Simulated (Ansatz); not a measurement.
## Atomization energy of C₂H₆OS, singlet, from cheap to dear

Geometry (MP2(full)/6-31G*, from the G2/97 set):

```yaml
atoms:
  - { symbol: S, position_ang: [0.0000, 0.1556, -0.4153] }
  - { symbol: O, position_ang: [0.0001, 1.4245, 0.4031] }
  - { symbol: C, position_ang: [1.3395, -0.8854, 0.2040] }
  - { symbol: C, position_ang: [-1.3396, -0.8851, 0.2040] }
  - { symbol: H, position_ang: [1.2558, -0.9727, 1.2901] }
  - { symbol: H, position_ang: [-2.2794, -0.3900, -0.0454] }
  - { symbol: H, position_ang: [1.3043, -1.8697, -0.2693] }
  - { symbol: H, position_ang: [2.2794, -0.3904, -0.0454] }
  - { symbol: H, position_ang: [-1.3046, -1.8694, -0.2693] }
  - { symbol: H, position_ang: [-1.2559, -0.9725, 1.2901] }
```

Measured, as an electronic atomization energy: 3577.2 kJ/mol (G2/97 heats of formation of molecule and atoms, with zero-point and thermal terms from B3LYP taken off; Curtiss et al., J. Chem. Phys. 106, 1063 (1997), Staroverov et al., J. Chem. Phys. 119, 12129 (2003)). The measured value holds scalar relativity and spin–orbit coupling, which all computed ones lack, and core correlation, which the wave-function levels lack. Atoms are taken at the same level; beside RHF, RMP2 and RCC rows they are unrestricted. Truncated CI is not size-consistent. The atoms' steps beyond CCSDT(Q) are taken from restricted open-shell runs, which share full CI's core. Ansatz 0.2.0; the 6-31G* set has Cartesian d functions; a miss is computed less measured; times are wall times on shared hosts and scatter by a factor of two or so.

```tsv
level	basis	miss (kJ/mol)	time of the run	hardware
RHF	STO-3G	-883.7	0.25 s	1 CPU thread
RMP2	STO-3G	-477.0	–	–
RCCSD(T)	STO-3G	-369.9	0.31 s	1 CPU thread
RCCSDTQ	STO-3G	-365.9	2 min	1 CPU thread
PBE	STO-3G	461.9	0.73 s	1 CPU thread
r2SCAN	STO-3G	326.1	1.5 s	1 CPU thread
B3LYP	STO-3G	287.2	0.82 s	1 CPU thread
B2PLYP	STO-3G	22.8	1.5 s	1 CPU thread
RHF	6-31G	-1559.3	0.61 s	1 CPU thread
RMP2	6-31G	-880.0	–	–
RCCSD(T)	6-31G	-868.9	1.2 s	1 CPU thread
RCCSDT(Q)	6-31G	-864.9	3.1 s	H100 + 2 CPU threads
PBE	6-31G	-288.1	1.3 s	1 CPU thread
r2SCAN	6-31G	-376.1	2.1 s	1 CPU thread
B3LYP	6-31G	-428.6	1.4 s	1 CPU thread
RMP2	6-31G*	-364.8	–	–
RCCSDT(Q)	6-31G*	-404.4	12 s	H100 + 2 CPU threads
PBE	6-31G*	28.5	1.5 s	1 CPU thread
r2SCAN	6-31G*	-48.3	3.5 s	1 CPU thread
B3LYP	6-31G*	-94.6	2.3 s	1 CPU thread
wB97M-V	6-31G*	-27.6	7 s	1 CPU thread
B2PLYP	6-31G*	-185.6	2.6 s	1 CPU thread
RHF	cc-pV(D+d)Z	-1177.0	1.4 s	1 CPU thread
RMP2	cc-pV(D+d)Z	-312.5	–	–
RCCSD(T)	cc-pV(D+d)Z	-355.5	5 s	1 CPU thread
r2SCAN	cc-pV(D+d)Z	-72.3	3.2 s	1 CPU thread
B3LYP	cc-pV(D+d)Z	-130.8	2.3 s	1 CPU thread
wB97M-V	cc-pV(D+d)Z	-63.1	6.5 s	1 CPU thread
RHF	cc-pV(T+d)Z	-1075.0	7.5 s	1 CPU thread
RCCSD(T)	cc-pV(T+d)Z	-113.0	8.5 s (with forces)	H100 + 2 CPU threads
PBE	cc-pV(T+d)Z	77.5	4.9 s	H100 + 2 CPU threads
r2SCAN	cc-pV(T+d)Z	17.3	6 s (with forces)	H100 + 2 CPU threads
wB97M-V	cc-pV(T+d)Z	5.2	9 s (with forces)	H100 + 2 CPU threads
B2PLYP	cc-pV(T+d)Z	-48.5	4.2 s	H100 + 2 CPU threads
RMP2	cc-pV(Q+d)Z	16.4	–	–
RCCSD(T)	cc-pV(Q+d)Z	-44.7	12 s	H100 + 2 CPU threads
PBE	cc-pV(Q+d)Z	86.4	4.7 s	H100 + 2 CPU threads
B3LYP	cc-pV(Q+d)Z	-24.4	4.3 s	H100 + 2 CPU threads
wB97M-V	cc-pV(Q+d)Z	14.1	9 s	H100 + 2 CPU threads
B2PLYP	cc-pV(Q+d)Z	-19.6	6.5 s	H100 + 2 CPU threads
```

HF's time is that of a plain UHF run. A dash: the level came out of a higher level's run.

A composite of the best parts (restricted reference, at this geometry, which isn't the minimum of the high levels):

| part | kJ/mol |
| --- | --- |
| Hartree–Fock limit (T, Q; exp(−5.46 √X)) | 2516.42 |
| CCSD(T) correlation limit (T, Q; X⁻³) | 1061.28 |
| CCSDT − CCSD(T) (DZ) | 0.03 |
| (Q) (DZ) | 4.13 |
| sum | 3581.9 |
| sum less measured | 4.6 |
